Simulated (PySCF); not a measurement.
**One molecule, many inputs**

Molecule: `C(=O)NC1C=C1`, C4H5NO; geometry GFN2-xTB.

Cartesian coordinates in Å; atom numbers follow the order of the lines, from 1:
```xyz
11

O    -2.0444   -0.9344   -1.3006
C    -1.9416   -0.1634   -0.3795
N    -0.7882    0.2283    0.1928
C     0.4989   -0.2459   -0.2470
C     1.6970    0.6324   -0.1060
C     1.6176   -0.3630    0.7337
H    -2.8185    0.3129    0.1005
H    -0.8008    0.8801    0.9618
H     0.3733   -0.9337   -1.0738
H     2.2019    1.4949   -0.4664
H     2.0103   -0.9055    1.5585
```

All runs: PySCF 2.14.0 with density-fitted response routines, non-relativistic, gas phase unless a solvent (IEF-PCM) is named; grid level 2, GIAOs and SCF threshold 1e-9 unless changed. The yardstick, PBE0/pcSseg-1, gives these isotropic shieldings σ (ppm, equivalent atoms averaged): O1 -81.1, C2 26.2, C5/C6 59.8, C4 160.7, H7 23.48, H10/H11 24.06, H8 28.12.

Question: What do these inputs give? (1) PBE0/IGLO-II; guess 1e; max_cycle 75; (2) PBE0/SBKJC-VDZ; max_cycle 5

Answer: 
| run | outcome | functions | wall time | O1 | C2 | C5/C6 | C4 | H7 | H10/H11 | H8 |
| --- | --- | --- | --- | --- | --- | --- | --- | --- | --- | --- |
| 1 | converged | 162 | 48 s | -71.8 | 30.2 | 63.2 | 162.5 | 23.97 | 24.64 | 28.36 |
| 2 | not converged | 58 | 4.7 s | – | – | – | – | – | – | – |

Times are on shared hosts with different chips, so compare them loosely.

Question: Comment on the technical settings and failures.

Answer: 
- Run 1: The orbital basis differs from the yardstick's, which in itself moves the values. The starting guess, cycle limit change the path of the SCF (17 cycles), not the solution, provided the same state is reached.
- Run 2: The SCF stopped after 5 cycles without meeting its threshold and the cycle limit at 5, so no response property followed.

Run 2 was set up unsoundly or failed; its numbers aren't to be quoted as properties of the molecule.
